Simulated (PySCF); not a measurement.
One ligand Y is varied and pulled off as a radical: Ta(F)4–Y. All species are isolated molecules in the gas phase. One relaxed conformer stands for each flexible species; it need not be the lowest. Multiplicities are imposed; where one is given, others were not computed. Strings in code marks are SMILES.

Level of theory: PBE-D3(BJ)/def2-TZVP // PBE-D3(BJ)/def2-SVP in PySCF. All candidates: neutral, multiplicity 2. 

- highest occupied spin orbital: -7.14 eV
- dipole moment: 1.73 D

### Question
Say which member has these values.
A) `C[O]`
B) `[CH3]`
C) `[OH]`
D) `[SH]`

### Answer
C, `[OH]`. The others give `C[O]`: -5.97 eV, 2.10 D; `[SH]`: -6.12 eV, 0.87 D; `[CH3]`: -5.38 eV, 0.00 D
